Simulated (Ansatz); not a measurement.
Ansatz (an electronic-structure program) input:

Ansatz 0.2 input:
```yaml
crystal:
  periodic: [false, false, false]
  atoms:
    - {symbol: C, position_ang: [-0.00000000, -0.00000000, -0.62581248]}
    - {symbol: N, position_ang: [0.00000000, 0.00000000, 0.53641070]}
basis:
  gaussian:
    orbitals: def2-TZVP
hamiltonian:
  xc: {name: SVWN5}
magnetization: {spin_polarized: true, initial_magnetization: 1}
relax: {f_tol: 0.003, max_steps: 100}
```

Q: Which total energy does the run end on?

A: -91.94926 Eh (SVWN5/def2-TZVP). The basis has 62 functions.
